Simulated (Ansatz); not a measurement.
# Si2PH (singlet): density functionals in cc-pVTZ

What do functionals of several rungs give for Si2PH (singlet)?

Method: cc-pVTZ, all electrons in the functionals, frozen cores in the correlation of double hybrids and RPA; program: Ansatz 0.2.0, Gaussian basis.

Plan: PBE, r2SCAN, PBE0, B3LYP, r2SCAN0, wB97M-V, B2PLYP, RKS PBE0, RPA-PBE.

### Step 1. What is computed

The geometry is a PBE0/def2-TZVP stationary point (not a proven minimum).

4 atoms, charge 0, spin multiplicity 1.

Atoms are counted from 1 here; the program's logs count them from 0.

Bond lengths: Si1–P2 2.139 Å, P2–Si3 2.139 Å, P2–H4 1.450 Å. Angles: Si1–P2–Si3 167.4°, Si1–P2–H4 83.7°, Si3–P2–H4 83.7°.

No dispersion term is added; wB97M-V holds VV10 nonlocal correlation. B3LYP takes the VWN-RPA correlation.

### Step 2. PBE (unrestricted)

in.yaml reads:

```yaml
crystal:
  periodic: [false, false, false]
  atoms:
    - {symbol: Si, position_ang: [0.000000, 0.068696, 2.125663]}
    - {symbol: P, position_ang: [0.000000, -0.166364, 0.000000]}
    - {symbol: Si, position_ang: [0.000000, 0.068696, -2.125663]}
    - {symbol: H, position_ang: [-0.000001, 1.283999, 0.000000]}
basis:
  gaussian: {orbitals: cc-pVTZ}
magnetization: {spin_polarized: true, initial_magnetization: 0}
hamiltonian: {xc: {name: PBE}}
output: {orbitals: {seedname: orbitals}}
```

The run is started by

```console
ansatz run in.yaml --threads 1 --pin off --events-out ev --progress --plain --max-ram 4096MiB --backend cpu
```

Standard output:

```text
Functional definition: PBE
  name "PBE"
  cite "Perdew, Burke & Ernzerhof, Phys. Rev. Lett. 77, 3865 (1996) doi:10.1103/PhysRevLett.77.3865"
  parent pbe
  parameter kappa = 0.804
  parameter beta = 0.06672455060314922
  exchange = pbe_x(kappa = kappa, mu = beta*pi^2/3)
  correlation = pbe_c(beta = beta)
875 factors; their error is unknown
mean field evaluation 1: about -25042.6040 eV, gradient 1.7e1 eV
mean field evaluation 2: about -25032.7462 eV, gradient 3.8e1 eV
mean field evaluation 4: about -25044.2818 eV, gradient 4.3e0 eV
mean field evaluation 8: about -25044.3297 eV, gradient 3.5e0 eV
mean field evaluation 16: about -25044.8223 eV, gradient 2.7e-5 eV
mean field evaluation 32: about -25045.1707 eV, gradient 2.6e-5 eV
mean field evaluation 64: about -25044.8222 eV, gradient 8.8e-2 eV
mean field evaluation 96: about -25044.3815 eV, gradient 8.3e-2 eV
mean field evaluation 128: about -25044.8219 eV, gradient 1.1e-1 eV
mean field evaluation 160: about -25044.6145 eV, gradient 9.8e-1 eV
mean field evaluation 192: about -25045.0949 eV, gradient 1.8e0 eV
mean field -25045.17068042 eV, -920.3930462790 hartree, gradient 6.9e-6 eV, S^2 0.981719; 20 other end points of the search recorded, 0 dependent functions left out
reference -25045.17070915 eV, -920.3930473350 hartree; 22, 22 occupied and 94, 94 virtual orbitals, 875 factors
Total energy: -25045.17070915 eV, -920.3930473350 hartree
```

Wall time 38 s (1 thread of AMD EPYC 7R13, shared host); peak memory 0.29 GiB.

From the report: ⟨S²⟩ of the determinant 0.982 (pure singlet: 0.00). The determinant is far from a pure spin state, so its energy mixes those of several spin states (harmless only where they are near-degenerate, as at dissociation).

### Step 3. r2SCAN (unrestricted)

in.yaml: that of step 2 with these lines changed.

```diff
@@ -10,3 +10,3 @@
 magnetization: {spin_polarized: true, initial_magnetization: 0}
-hamiltonian: {xc: {name: PBE}}
-output: {orbitals: {seedname: orbitals}}
+hamiltonian: {xc: {name: r2SCAN}}
+output: {forces: true}
```

Launched as before.

Standard output, cut to the lines that bear on the results:

```text
Functional definition: r2SCAN
  name "r2SCAN"
  cite "Furness, Kaplan, Ning, Perdew & Sun, J. Phys. Chem. Lett. 11, 8208 (2020) doi:10.1021/acs.jpclett.0c02405"
  cite "Furness, Kaplan, Ning, Perdew & Sun, J. Phys. Chem. Lett. 11, 9248 (2020) doi:10.1021/acs.jpclett.0c03077"
  parent r2scan
[...]
875 factors; their error is unknown
[...]
mean field -25055.15815827 eV, -920.7600793201 hartree, gradient 1.1e-7 eV, S^2 1.043608; 20 other end points of the search recorded, 0 dependent functions left out
[...]
reference -25055.15816966 eV, -920.7600797390 hartree; 22, 22 occupied and 94, 94 virtual orbitals, 875 factors
Total energy: -25055.15816966 eV, -920.7600797390 hartree
Atom 0 at     0.000000     0.068696     2.125663 Å, force    -0.000000    -0.002012     0.461630 eV/Å
Atom 1 at     0.000000    -0.166364     0.000000 Å, force    -0.000000     0.074724     0.000000 eV/Å
Atom 2 at     0.000000     0.068696    -2.125663 Å, force    -0.000000    -0.002012    -0.461630 eV/Å
Atom 3 at    -0.000001     1.283999     0.000000 Å, force     0.000000    -0.070700     0.000000 eV/Å
Dipole moment:    -0.000000     0.020193    -0.000000 e Å
```

It took 1.8 min on 1 thread of AMD EPYC 7R13, shared host; peak memory 0.34 GiB.

From the report: ⟨S²⟩ of the determinant 1.044 (pure singlet: 0.00). The determinant is far from a pure spin state, so its energy mixes those of several spin states (harmless only where they are near-degenerate, as at dissociation).

### Step 4. PBE0 (unrestricted)

in.yaml: that of step 3 with these lines changed.

```diff
@@ -10,3 +10,3 @@
 magnetization: {spin_polarized: true, initial_magnetization: 0}
-hamiltonian: {xc: {name: r2SCAN}}
-output: {forces: true}
+hamiltonian: {xc: {name: PBE0}}
+output: {forces: true, orbitals: {seedname: orbitals}}
```

The command is unchanged.

Standard output, cut to the lines that bear on the results:

```text
Functional definition: PBE0
  name "PBE0"
  cite "Adamo & Barone, J. Chem. Phys. 110, 6158 (1999) doi:10.1063/1.478522"
  cite "Perdew, Burke & Ernzerhof, Phys. Rev. Lett. 77, 3865 (1996) doi:10.1103/PhysRevLett.77.3865"
  parent pbe
[...]
912 factors; their error is unknown
[...]
mean field -25046.98350804 eV, -920.4596664653 hartree, gradient 8.9e-8 eV, S^2 1.046452; 13 other end points of the search recorded, 0 dependent functions left out
[...]
reference -25046.98352978 eV, -920.4596672642 hartree; 22, 22 occupied and 94, 94 virtual orbitals, 912 factors
Total energy: -25046.98352978 eV, -920.4596672642 hartree
Atom 0 at     0.000000     0.068696     2.125663 Å, force     0.000000    -0.007972     0.330507 eV/Å
Atom 1 at     0.000000    -0.166364     0.000000 Å, force    -0.000000     0.050596     0.000000 eV/Å
Atom 2 at     0.000000     0.068696    -2.125663 Å, force     0.000000    -0.007972    -0.330507 eV/Å
Atom 3 at    -0.000001     1.283999     0.000000 Å, force     0.000000    -0.034652    -0.000000 eV/Å
Dipole moment:    -0.000000     0.015526    -0.000000 e Å
```

Run time: 50 s. Hardware: 1 thread of AMD EPYC 7R13, shared host; peak memory 0.44 GiB.

From the report: ⟨S²⟩ of the determinant 1.046 (pure singlet: 0.00). The determinant is far from a pure spin state, so its energy mixes those of several spin states (harmless only where they are near-degenerate, as at dissociation).

### Step 5. B3LYP (unrestricted)

in.yaml: that of step 4 with these lines changed.

```diff
@@ -10,3 +10,2 @@
 magnetization: {spin_polarized: true, initial_magnetization: 0}
-hamiltonian: {xc: {name: PBE0}}
-output: {forces: true, orbitals: {seedname: orbitals}}
+hamiltonian: {xc: {name: B3LYP}}
```

The command is unchanged.

Standard output, cut to the lines that bear on the results:

```text
Functional definition: B3LYP
  name "B3LYP"
  cite "Stephens, Devlin, Chabalowski & Frisch, J. Phys. Chem. 98, 11623 (1994) doi:10.1021/j100096a001"
  cite "Becke, Phys. Rev. A 38, 3098 (1988) doi:10.1103/PhysRevA.38.3098"
  cite "Lee, Yang & Parr, Phys. Rev. B 37, 785 (1988) doi:10.1103/PhysRevB.37.785"
  cite "Vosko, Wilk & Nusair, Can. J. Phys. 58, 1200 (1980) doi:10.1139/p80-159"
[...]
896 factors; their error is unknown
[...]
mean field -25058.59586511 eV, -920.8864127163 hartree, gradient 4.2e-6 eV, S^2 1.025986; 14 other end points of the search recorded, 0 dependent functions left out
reference -25058.59606768 eV, -920.8864201608 hartree; 22, 22 occupied and 94, 94 virtual orbitals, 896 factors
Total energy: -25058.59606768 eV, -920.8864201608 hartree
```

Run time: 52 s. Hardware: 1 thread of AMD EPYC 7R13, shared host; peak memory 0.44 GiB.

From the report: ⟨S²⟩ of the determinant 1.026 (pure singlet: 0.00). The determinant is far from a pure spin state, so its energy mixes those of several spin states (harmless only where they are near-degenerate, as at dissociation).

### Step 6. r2SCAN0 (unrestricted)

in.yaml: that of step 5 with these lines changed.

```diff
@@ -10,2 +10,2 @@
 magnetization: {spin_polarized: true, initial_magnetization: 0}
-hamiltonian: {xc: {name: B3LYP}}
+hamiltonian: {xc: {name: r2SCAN0}}
```

Launched as before.

Standard output, cut to the lines that bear on the results:

```text
Functional definition: r2SCAN0
  name "r2SCAN0"
  cite "Bursch, Neugebauer, Ehlert & Grimme, J. Chem. Phys. 156, 134105 (2022) doi:10.1063/5.0086040"
  cite "Furness, Kaplan, Ning, Perdew & Sun, J. Phys. Chem. Lett. 11, 8208 (2020) doi:10.1021/acs.jpclett.0c02405"
  cite "Furness, Kaplan, Ning, Perdew & Sun, J. Phys. Chem. Lett. 11, 9248 (2020) doi:10.1021/acs.jpclett.0c03077"
  parent r2scan
[...]
912 factors; their error is unknown
[...]
mean field -25054.55325935 eV, -920.7378496948 hartree, gradient 4.4e-6 eV, S^2 1.083000; 14 other end points of the search recorded, 0 dependent functions left out
reference -25054.55326827 eV, -920.7378500227 hartree; 22, 22 occupied and 94, 94 virtual orbitals, 912 factors
Total energy: -25054.55326827 eV, -920.7378500227 hartree
```

It took 96 s on 1 thread of AMD EPYC 7R13, shared host; peak memory 0.48 GiB.

From the report: ⟨S²⟩ of the determinant 1.083 (pure singlet: 0.00). The determinant is far from a pure spin state, so its energy mixes those of several spin states (harmless only where they are near-degenerate, as at dissociation).

### Step 7. wB97M-V (unrestricted)

in.yaml: that of step 6 with these lines changed.

```diff
@@ -10,2 +10,3 @@
 magnetization: {spin_polarized: true, initial_magnetization: 0}
-hamiltonian: {xc: {name: r2SCAN0}}
+hamiltonian: {xc: {name: wB97M-V}}
+output: {forces: true, orbitals: {seedname: orbitals}}
```

Same command.

Standard output, cut to the lines that bear on the results:

```text
Functional definition: wB97M-V
  name "wB97M-V"
  cite "Mardirossian & Head-Gordon, J. Chem. Phys. 144, 214110 (2016) doi:10.1063/1.4952647"
  cite "Becke, J. Chem. Phys. 107, 8554 (1997) doi:10.1063/1.475007"
  cite "Vydrov & Van Voorhis, J. Chem. Phys. 133, 244103 (2010) doi:10.1063/1.3521275"
  # Of w^i u^j: cxij and so on, Table III.
[...]
  gx(w, u) = 1 - cx + cx01*u + cx10*w
  gss(w, u) = css00 + css04*u^4 + css10*w + css20*w^2 + css43*w^4*u^3
  gos(w, u) = cos00 + cos10*w + (cos20 + cos21*u)*w^2 + (cos60 + cos61*u)*w^6
[...]
      + integral(e_c_pw_mod_opposite_spin*gos(b97_w_opposite, b97_u_opposite)) + vv10(b, c)
893 factors; their error is unknown
170 factors; integrals over basis functions are off by at most 7.4e-5 eV
[...]
mean field -25055.07708110 eV, -920.7570997890 hartree, gradient 8.4e-6 eV, S^2 1.025570; 11 other end points of the search recorded, 0 dependent functions left out
[...]
reference -25055.07711675 eV, -920.7571010995 hartree; 22, 22 occupied and 94, 94 virtual orbitals, 893 factors
Total energy: -25055.07711675 eV, -920.7571010995 hartree
Atom 0 at     0.000000     0.068696     2.125663 Å, force     0.000000    -0.068815     0.413532 eV/Å
Atom 1 at     0.000000    -0.166364     0.000000 Å, force    -0.000000     0.238655     0.000001 eV/Å
Atom 2 at     0.000000     0.068696    -2.125663 Å, force     0.000000    -0.068814    -0.413531 eV/Å
Atom 3 at    -0.000001     1.283999     0.000000 Å, force     0.000000    -0.101025    -0.000002 eV/Å
Dipole moment:    -0.000000     0.011799    -0.000001 e Å
```

It took 2.1 min on 1 thread of AMD EPYC 7R13, shared host; peak memory 0.55 GiB.

From the report: ⟨S²⟩ of the determinant 1.026 (pure singlet: 0.00). The determinant is far from a pure spin state, so its energy mixes those of several spin states (harmless only where they are near-degenerate, as at dissociation).

### Step 8. B2PLYP (unrestricted)

in.yaml: that of step 7 with these lines changed.

```diff
@@ -10,3 +10,3 @@
 magnetization: {spin_polarized: true, initial_magnetization: 0}
-hamiltonian: {xc: {name: wB97M-V}}
-output: {forces: true, orbitals: {seedname: orbitals}}
+hamiltonian: {xc: {name: B2PLYP}}
+correlation: {electrons: outside_noble_gas}
```

Launched as before.

Standard output, cut to the lines that bear on the results:

```text
Functional definition: B2PLYP
  name "B2PLYP"
  cite "Grimme, J. Chem. Phys. 124, 034108 (2006) doi:10.1063/1.2148954"
  cite "Becke, Phys. Rev. A 38, 3098 (1988) doi:10.1103/PhysRevA.38.3098"
  cite "Lee, Yang & Parr, Phys. Rev. B 37, 785 (1988) doi:10.1103/PhysRevB.37.785"
[...]
692 factors; integrals over basis functions are off by at most 8.7e-4 eV
[...]
mean field -25043.82228376 eV, -920.3434936158 hartree, gradient 7.7e-6 eV, S^2 1.056345; 12 other end points of the search recorded, 0 dependent functions left out
15 core orbitals not correlated: weight in the atoms' cores, before any rotation towards them, 1.000 or more for the frozen orbitals, at most 0.000 for the correlated occupied ones
reference -25043.82241429 eV, -920.3434984127 hartree; 7, 7 occupied and 94, 94 virtual orbitals, 692 factors
second order -11.86330857 eV of doubles, -0.00000000 eV of singles
Total energy: -25047.02550761 eV, -920.4612099209 hartree
```

Run time: 42 s. Hardware: 1 thread of AMD EPYC 7R13, shared host; peak memory 0.3 GiB.

From the report: ⟨S²⟩ of the determinant 1.056 (pure singlet: 0.00). The determinant is far from a pure spin state, so its energy mixes those of several spin states (harmless only where they are near-degenerate, as at dissociation).

### Step 9. PBE0 (restricted)

in.yaml: that of step 8 with these lines changed.

```diff
@@ -9,4 +9,2 @@
   gaussian: {orbitals: cc-pVTZ}
-magnetization: {spin_polarized: true, initial_magnetization: 0}
-hamiltonian: {xc: {name: B2PLYP}}
-correlation: {electrons: outside_noble_gas}
+hamiltonian: {xc: {name: PBE0}}
```

Launched as before.

Standard output:

```text
Functional definition: PBE0
  name "PBE0"
  cite "Adamo & Barone, J. Chem. Phys. 110, 6158 (1999) doi:10.1063/1.478522"
  cite "Perdew, Burke & Ernzerhof, Phys. Rev. Lett. 77, 3865 (1996) doi:10.1103/PhysRevLett.77.3865"
  parent pbe
  parameter a = 0.25
  parameter kappa = 0.804
  parameter beta = 0.06672455060314922
  exchange = (1 - a)*pbe_x(kappa = kappa, mu = beta*pi^2/3) + a*exact_x
  correlation = pbe_c(beta = beta)
912 factors; their error is unknown
mean field evaluation 1: about -25045.0901 eV, gradient 1.8e1 eV
mean field evaluation 2: about -25043.5106 eV, gradient 2.7e1 eV
mean field evaluation 4: about -25046.3212 eV, gradient 9.6e-1 eV
mean field evaluation 8: about -25046.4720 eV, gradient 3.8e-2 eV
mean field evaluation 16: about -25046.4720 eV, gradient 1.8e-4 eV
mean field evaluation 32: about -25046.2839 eV, gradient 5.6e-1 eV
mean field -25046.47197472 eV, -920.4408679626 hartree, gradient 4.2e-6 eV, S^2 0.000000; 4 other end points of the search recorded, 0 dependent functions left out
reference -25046.47199707 eV, -920.4408687838 hartree; 22, 22 occupied and 94, 94 virtual orbitals, 912 factors
Total energy: -25046.47199707 eV, -920.4408687838 hartree
```

Run time: 8 s. Hardware: 1 thread of AMD EPYC 7R13, shared host; peak memory 0.3 GiB.

### Step 10. RPA-PBE

in.yaml: that of step 9 with these lines changed.

```diff
@@ -9,2 +9,4 @@
   gaussian: {orbitals: cc-pVTZ}
-hamiltonian: {xc: {name: PBE0}}
+magnetization: {spin_polarized: true, initial_magnetization: 0}
+hamiltonian: {xc: {name: PBE}}
+correlation: {method: rpa, electrons: outside_noble_gas}
```

The command is unchanged.

Standard output, cut to the lines that bear on the results:

```text
Functional definition: PBE
  name "PBE"
  cite "Perdew, Burke & Ernzerhof, Phys. Rev. Lett. 77, 3865 (1996) doi:10.1103/PhysRevLett.77.3865"
  parent pbe
[...]
692 factors; integrals over basis functions are off by at most 8.7e-4 eV
[...]
mean field -25045.17067349 eV, -920.3930460243 hartree, gradient 5.6e-6 eV, S^2 0.981719; 24 other end points of the search recorded, 0 dependent functions left out
15 core orbitals not correlated: weight in the atoms' cores, before any rotation towards them, 1.000 or more for the frozen orbitals, at most 0.000 for the correlated occupied ones
reference -25007.83727367 eV, -919.0210688866 hartree; 7, 7 occupied and 94, 94 virtual orbitals, 692 factors
Total energy: -25025.24343998 eV, -919.6607337001 hartree
```

It took 51 s on 1 thread of AMD EPYC 7R13, shared host; peak memory 0.26 GiB.

From the report: ⟨S²⟩ of the determinant 0.982 (pure singlet: 0.00). The determinant is far from a pure spin state, so its energy mixes those of several spin states (harmless only where they are near-degenerate, as at dissociation).

### Step 11. Side by side

| functional | energy (eV) | ⟨S²⟩ | time |
| --- | --- | --- | --- |
| PBE | -25045.1707 | 0.982 | 38 s |
| r2SCAN | -25055.1582 | 1.044 | 1.8 min |
| PBE0 | -25046.9835 | 1.046 | 50 s |
| B3LYP | -25058.5961 | 1.026 | 52 s |
| r2SCAN0 | -25054.5533 | 1.083 | 96 s |
| wB97M-V | -25055.0771 | 1.026 | 2.1 min |
| B2PLYP | -25047.0255 | 1.056 | 42 s |
| RKS PBE0 | -25046.4720 | 0.000 | 8 s |
| RPA-PBE | -25025.2434 | 0.982 | 51 s |

Orbital levels of the runs that wrote orbitals: PBE HOMO -4.55, LUMO -3.77 eV; PBE0 HOMO -5.25, LUMO -2.95 eV; wB97M-V HOMO -6.54, LUMO -1.30 eV.

### Step 12. What came out

```
                quantity                          value
spread of total energies                        33.4 eV
       quickest, slowest  RKS PBE0 8 s, wB97M-V 2.1 min
```

**Reading.** Total energies of different functionals can't be ranked; only differences within one functional count.
